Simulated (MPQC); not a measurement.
**C2HF (SMILES C#CF): B3LYP/6-31G(d) (Cartesian functions)**

What is the energy change on altering one bond length of C2HF at B3LYP/6-31G* (Cartesian functions)? 

Program for the calculation: MPQC 2.3.1.

### Step 1. Starting point

C2HF: 4 atoms, total charge 0, spin state singlet. As SMILES, `C#CF`. Geometry: relaxed at GFN2-xTB.

Bond lengths: C1–C2 1.193 Å, C2–F3 1.283 Å, C1–H4 1.046 Å. Angles: C1–C2–F3 178.8°, C2–C1–H4 178.2°.

### Step 2. The energy at B3LYP/6-31G(d) (Cartesian functions)

Contents of job.in:

```
% C2HF KS
charge: 0
basis: 6-31G*
molecule: (angstrom)
  C       -0.371340       0.450560      -0.298270
  C        0.301510      -0.370980       0.244360
  F        1.014170      -1.273690       0.813840
  H       -0.944340       1.194110      -0.759930
memory: 1000000000
symmetry: c1
checkpoint: no
optimize: no
method: KS (xc = B3LYP grid = ultrafine)
```

Launch:

```
$ mpqc -o job.out job.in
```

Output, shortened:

```text
MPQC: Massively Parallel Quantum Chemistry
[...]
  Integrated electron density error = -0.000837754227
  iter     1 energy = -176.2918470247 delta = 1.38571e-01
  Integrated electron density error = -0.000153831618
  iter     2 energy = -176.4556295611 delta = 4.75083e-02
[...]
  Integrated electron density error = 0.000003318053
  iter     7 energy = -176.5358342201 delta = 4.57614e-04
  Integrated electron density error = 0.000000622234
  iter     8 energy = -176.5358453496 delta = 1.64484e-04
  Integrated electron density error = 0.000000520095
  iter     9 energy = -176.5358471969 delta = 1.19404e-05
  Integrated electron density error = 0.000000520089
  iter    10 energy = -176.5358472005 delta = 2.77161e-06
[...]
  LUMO is    12   A =   0.073514
  total scf energy = -176.5358472005
Value of the MolecularEnergy: -176.5358472005
[...]
        symmetry = c1
[...]
```

It took 2.2 s on 1 thread of Arm Neoverse V2, shared host.

### Step 3. The distorted shape

Contents of input.in:

```
% job: C2HF
basis: 6-31G*
method: KS (xc = B3LYP grid = ultrafine)
symmetry: c1
memory: 1000000000
molecule:
  C     -0.606837     0.738098    -0.488190
  C      0.301510    -0.370980     0.244360
  F      1.014170    -1.273690     0.813840
  H     -1.179837     1.481648    -0.949850
charge: 0
checkpoint: no
```

Launch:

```
$ mpqc input.in > input.out
```

Output, shortened:

```text
MPQC: Massively Parallel Quantum Chemistry
[...]
  Integrated electron density error = -0.000851618646
  iter     1 energy = -176.0830698266 delta = 1.39128e-01
  Integrated electron density error = -0.000143097774
  iter     2 energy = -176.2746844078 delta = 4.55174e-02
[...]
  Integrated electron density error = 0.000000799386
  iter     8 energy = -176.3651046731 delta = 2.10802e-04
  Integrated electron density error = 0.000000436715
  iter     9 energy = -176.3651101281 delta = 6.23261e-05
  Integrated electron density error = 0.000000436693
  iter    10 energy = -176.3651104669 delta = 1.56854e-05
  Integrated electron density error = -0.000000001020
  iter    11 energy = -176.3651101930 delta = 3.13248e-06
[...]
  LUMO is    12   A =  -0.044380
  total scf energy = -176.3651101930
Value of the MolecularEnergy: -176.3651101930
[...]
        symmetry = c1
[...]
```

Run time: 3.6 s. Hardware: 1 thread of Arm Neoverse V2, shared host.

### Step 4. Outcome

At B3LYP/6-31G* (Cartesian functions):

| quantity | value |
| --- | --- |
| first shape: total energy | -176.53585 Eh |
| first shape: HOMO energy | -7.66 eV |
| first shape: LUMO energy | 2.00 eV |
| first shape: HOMO–LUMO gap | 9.66 eV |
| distorted shape: total energy | -176.36511 Eh |
| distorted shape: HOMO energy | -6.41 eV |
| distorted shape: LUMO energy | -1.21 eV |
| distorted shape: HOMO–LUMO gap | 5.20 eV |
| energy change with the C1–C2 bond stretched from 1.193 to 1.610 Å | 4.646 eV |

**Reading.** With the C1–C2 bond stretched from 1.193 to 1.610 Å the energy rises by 4.65 eV (448 kJ/mol). The first shape isn't relaxed at this level, so the change isn't measured from a minimum.
